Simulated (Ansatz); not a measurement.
Si₃H₅. The state is a doublet with charge 0. Geometry PBE0-D4/def2-TZVP, basis def2-TZVP, Ansatz.

```xyz
8

Si   -1.418   -0.593   -0.736
Si    0.106    1.120   -0.512
Si    0.128   -0.765    0.963
H    -0.207   -0.301    2.334
H    -0.731   -1.413   -1.795
H    -0.237    2.335    0.271
H     1.199   -1.794    0.991
H     1.161    1.411   -1.516
```

| run | HOMO (eV) | LUMO (eV) |
| --- | --- | --- |
| A | -6.11 | -3.45 |
| B | -5.18 | -4.23 |
| C | -5.82 | -3.69 |
| D | -8.06 | -1.66 |
| E | -5.47 | -3.98 |
| F | -7.74 | -1.86 |

B3LYP takes the VWN-RPA correlation. The structure comes from a short search, and lower isomers may exist.

HOMO and LUMO are taken over both spins.

The runs used B3LYP, PBE, PBE0, r2SCAN, ωB97M-V, ωB97X-V. Estimate which is which.

A PBE0 (25 % exact exchange); B PBE (0 % exact exchange); C B3LYP (20 % exact exchange); D ωB97X-V (range-separated); E r2SCAN (0 % exact exchange); F ωB97M-V (range-separated). Exact exchange lowers occupied and raises empty levels; among semilocal functionals meta-GGAs tend to open the gap a little, and such runs are hard to tell apart. The gap grows from 0.95 eV (PBE) to 6.40 eV (ωB97X-V).
